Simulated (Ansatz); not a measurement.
**How far each method lies from full CI for BAs⁺, quartet**

Geometry: a point of a stretch scan, not a stationary point.

```yaml
atoms:
  - { symbol: B, position_ang: [0.0000, 0.0000, 0.0000] }
  - { symbol: As, position_ang: [0.0000, 0.0000, 3.6510] }
```

Basis cc-pVDZ; Ansatz 0.2.0. Only valence electrons are correlated (noble-gas cores and the filled d shells of p-block atoms frozen), which leaves 7 electrons in 26 orbitals. R marks a restricted (for open shells ROHF) determinant, U an unrestricted one. Active spaces: pair = (5e, 5o) about the gap; valence = (7e, 8o) chosen from the atoms' valence shells. No spin–orbit coupling is included, and no scalar relativity.

Full CI is exact within this basis and frozen core; it isn't the basis-set limit. The frozen core follows each run's orbitals, which can shift R against U totals by a few meV for light atoms and by up to 0.1 eV past Ca.

For open shells CISD is restricted-active-space CI with the open shells as a complete middle space.

- UHF ⟨S²⟩: 3.797
- T1 diagnostic (RCCSD): 0.0231
- largest doubles amplitude (RCCSD): 0.148

```csv
level,E − E(RHF) (eV)
RMP2,-2.4632
RCCSD,-3.5616
RCCSD(T),-3.6046
```

Estimate how far full CI in cc-pVDZ lies from RCCSD(T). The table doesn't fix it; the size of (T) and the diagnostics are the guide.

Full CI in cc-pVDZ lies 0.62 mEh below RCCSD(T), which is 39 % of the (T) step (-1.58 mEh). A doubles amplitude is large, and the rest is a large part of (T).

The other levels:

```json
{"level": "CISD", "E − E(full CI) (mEh)": "10.03", "share of correlation (%)": "92.46", "wall time": "1.4 s"}
{"level": "BCCD(T)", "E − E(full CI) (mEh)": "0.64", "share of correlation (%)": "99.52", "wall time": "1.9 s"}
{"level": "RCCSDT", "E − E(full CI) (mEh)": "0.12", "share of correlation (%)": "99.91", "wall time": "–"}
{"level": "RCCSDT(Q)", "E − E(full CI) (mEh)": "0.02", "share of correlation (%)": "99.99", "wall time": "6 s"}
{"level": "CASSCF (valence space)", "E − E(full CI) (mEh)": "76.50", "share of correlation (%)": "42.52", "wall time": "–"}
{"level": "NEVPT2 (valence space)", "E − E(full CI) (mEh)": "17.45", "share of correlation (%)": "86.89", "wall time": "2.2 s"}
{"level": "MRCISD (valence space)", "E − E(full CI) (mEh)": "3.25", "share of correlation (%)": "97.56", "wall time": "–"}
{"level": "MRCISD+Q (valence space)", "E − E(full CI) (mEh)": "-0.57", "share of correlation (%)": "100.43", "wall time": "3 s"}
```

The correlation energy at full CI, counted from RHF, is -3.621 eV. That run took 3.7 min on 1 thread of Arm Neoverse V1, shared host over 5,352,180 determinants.

Run but not shown, since their state, orbitals or frozen core can't be matched to the reference's or they repeat it: UHF, UMP2, UCCSD, UCCSD(T), UCCSDT, UCCSDT(Q), CASSCF (pair space), NEVPT2 (pair space), MRCISD (pair space), MRCISD+Q (pair space).

Times hold each run's SCF and search for its determinant on a shared host, so for small cases they say little of a method's own cost; they ran on 1 thread of Arm Neoverse V1.

More than 5 meV below full CI, which no variational method can be: MRCISD+Q (valence space).

The full-CI state has the irrep A2 of C2v, in the program's axes (one component, if the state is degenerate).

Natural occupations of full CI about the gap: 1.949 1.844 0.991 0.991 0.989 0.054 0.054 0.053 0.010 0.010; effectively unpaired electrons, Σ n²(2−n)², 3.13.
